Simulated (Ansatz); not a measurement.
# AlH7NP: the cost of one run

All numbers below are computed with Ansatz 0.2.0 (RKS PBE0-D4/6-31G*).

## Step 1: The starting structure

Bond lengths: Al1–N2 2.270 Å, N2–H3 1.060 Å, N2–H4 1.060 Å, Al1–H5 1.560 Å, Al1–H6 1.560 Å, Al1–P7 2.580 Å, P7–H8 1.420 Å, P7–H9 1.420 Å. Angles: Al1–N2–H3 120.0°, Al1–N2–H4 120.0°, H3–N2–H4 120.0°, N2–Al1–H5 120.0°, N2–Al1–H6 120.0°, N2–Al1–P7 71.6°, H5–Al1–H6 120.0°, H5–Al1–P7 105.4°, H6–Al1–P7 92.8°, Al1–P7–H8 109.5°, Al1–P7–H9 109.5°, H8–P7–H9 109.4°.

Coordinates:

```xyz
10

Al    0.0000    0.0000    0.0000
N     0.0000    0.0000    2.2700
H    -0.8770   -0.2713    2.8000
H     0.8770    0.2713    2.8000
H     1.3510    0.0000   -0.7800
H    -1.3510    0.0000   -0.7800
P    -0.3227    2.4270    0.8135
H    -1.6424    2.8563    0.5127
H    -0.1141    2.4883    2.2168
H    -0.1697    1.2765    2.0273
```

## Step 2: A restrained relaxation towards end A

Springs on the bonds that form and break draw the guess towards this end; the thresholds are loose.

input.yaml reads:

```yaml
crystal:
  periodic: [false, false, false]
  atoms:
    - { symbol: Al, position_ang: [0.0, 0.0, 0.0] }
    - { symbol: "N", position_ang: [0.0, 0.0, 2.27] }
    - { symbol: H, position_ang: [-0.877, -0.2713, 2.8] }
    - { symbol: H, position_ang: [0.877, 0.2713, 2.8] }
    - { symbol: H, position_ang: [1.351, 0.0, -0.78] }
    - { symbol: H, position_ang: [-1.351, 0.0, -0.78] }
    - { symbol: P, position_ang: [-0.3227, 2.427, 0.8135] }
    - { symbol: H, position_ang: [-1.6424, 2.8563, 0.5127] }
    - { symbol: H, position_ang: [-0.1141, 2.4883, 2.2168] }
    - { symbol: H, position_ang: [-0.1697, 1.2765, 2.0273] }
basis:
  gaussian: { orbitals: "6-31G*" }
hamiltonian:
  xc: pbe0
  dispersion: d4
relax:
  f_tol: 0.15
  max_steps: 25
  restrain:
    - { distance: [0, 6], at: 3.48, k: 30.0 }
    - { distance: [9, 1], at: 2.26, k: 30.0 }
    - { distance: [0, 1], at: 1.92, k: 30.0 }
    - { distance: [9, 6], at: 1.42, k: 30.0 }
```

Started as:

```
$ ansatz run input.yaml --threads 1 --pin off --max-ram 2048MiB --backend cpu --events-out ev --progress --plain --runs-dir out
```

What time and memory should one allow on 1 thread of Arm Neoverse V2, shared host?

About 48 s, with a peak of 0.14 GiB.
